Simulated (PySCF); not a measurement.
Bonds broken one at a time in the series C F-Cl. Isolated molecules, 0 K electronic values unless said otherwise. Strings in code marks are SMILES.

Method: PBE0-D3(BJ)/def2-TZVP run with PySCF. All candidates: neutral, multiplicity 2. 

The dipole moment is 0.35 D and the highest occupied spin orbital is -7.32 eV.

Task: Name which member has these values.
A) `[Cl]`
B) `F[C](Cl)Cl`
C) `F[C](F)Cl`
D) `Cl[C](Cl)Cl`

Result: C, `F[C](F)Cl`. The others give `Cl[C](Cl)Cl`: 0.15 D, -6.43 eV; `F[C](Cl)Cl`: 0.41 D, -6.85 eV; `[Cl]`: 0.00 D, -9.54 eV
